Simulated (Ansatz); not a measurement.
**How far each method lies from RCCSDTQ for SiS, singlet**

Geometry: a point of a stretch scan, not a stationary point.

```yaml
atoms:
  - { symbol: Si, position_ang: [0.0000, 0.0000, 0.0000] }
  - { symbol: S, position_ang: [0.0000, 0.0000, 2.0980] }
```

Basis cc-pVDZ; Ansatz 0.2.0. Correlated methods freeze the noble-gas cores, which leaves 10 electrons in 26 orbitals. R marks a restricted (for open shells ROHF) determinant. Active spaces: pair = (2e, 2o) about the gap; valence = (10e, 8o) chosen from the atoms' valence shells.

Full CI isn't at hand for all of this; RCCSDTQ serves as the reference, and is uncertain by about the last step of the cluster series.

- UHF ⟨S²⟩: 0.000
- T1 diagnostic (RCCSD): 0.0350
- largest doubles amplitude (RCCSD): 0.092

```json
{"level": "RHF", "E − E(RCCSDTQ) (kcal/mol)": "155.31", "share of correlation (%)": "0.00", "wall time": "–"}
{"level": "RMP2", "E − E(RCCSDTQ) (kcal/mol)": "22.86", "share of correlation (%)": "85.28", "wall time": "–"}
{"level": "CISD", "E − E(RCCSDTQ) (kcal/mol)": "22.77", "share of correlation (%)": "85.34", "wall time": "0.78 s"}
{"level": "RCCSD", "E − E(RCCSDTQ) (kcal/mol)": "9.98", "share of correlation (%)": "93.57", "wall time": "–"}
{"level": "RCCSD(T)", "E − E(RCCSDTQ) (kcal/mol)": "1.45", "share of correlation (%)": "99.07", "wall time": "0.69 s"}
{"level": "BCCD(T)", "E − E(RCCSDTQ) (kcal/mol)": "1.48", "share of correlation (%)": "99.05", "wall time": "0.42 s"}
{"level": "RCCSDT", "E − E(RCCSDTQ) (kcal/mol)": "0.72", "share of correlation (%)": "99.54", "wall time": "–"}
{"level": "RCCSDT(Q)", "E − E(RCCSDTQ) (kcal/mol)": "-0.18", "share of correlation (%)": "100.12", "wall time": "1.9 s"}
{"level": "CASSCF (pair space)", "E − E(RCCSDTQ) (kcal/mol)": "146.01", "share of correlation (%)": "5.99", "wall time": "–"}
{"level": "NEVPT2 (pair space)", "E − E(RCCSDTQ) (kcal/mol)": "22.29", "share of correlation (%)": "85.65", "wall time": "0.75 s"}
{"level": "MRCISD (pair space)", "E − E(RCCSDTQ) (kcal/mol)": "20.10", "share of correlation (%)": "87.06", "wall time": "–"}
{"level": "MRCISD+Q (pair space)", "E − E(RCCSDTQ) (kcal/mol)": "3.53", "share of correlation (%)": "97.73", "wall time": "0.9 s"}
{"level": "CASSCF (valence space)", "E − E(RCCSDTQ) (kcal/mol)": "104.50", "share of correlation (%)": "32.72", "wall time": "–"}
{"level": "NEVPT2 (valence space)", "E − E(RCCSDTQ) (kcal/mol)": "23.34", "share of correlation (%)": "84.98", "wall time": "2.1 s"}
{"level": "MRCISD (valence space)", "E − E(RCCSDTQ) (kcal/mol)": "8.41", "share of correlation (%)": "94.59", "wall time": "–"}
{"level": "MRCISD+Q (valence space)", "E − E(RCCSDTQ) (kcal/mol)": "0.24", "share of correlation (%)": "99.85", "wall time": "3 s"}
```

The correlation energy at RCCSDTQ, counted from RHF, is -6.735 eV. That run took 48 s on 1 thread of Arm Neoverse V1, shared host.

Times hold each run's SCF and search for its determinant on a shared host, so for small cases they say little of a method's own cost; they ran on 1 thread of Arm Neoverse V1. Some runs computed forces too.

Natural occupations of CASSCF (valence space) about the gap: 1.997 1.982 1.967 1.936 1.936 0.073 0.073 0.037; effectively unpaired electrons, Σ n²(2−n)², 0.08.
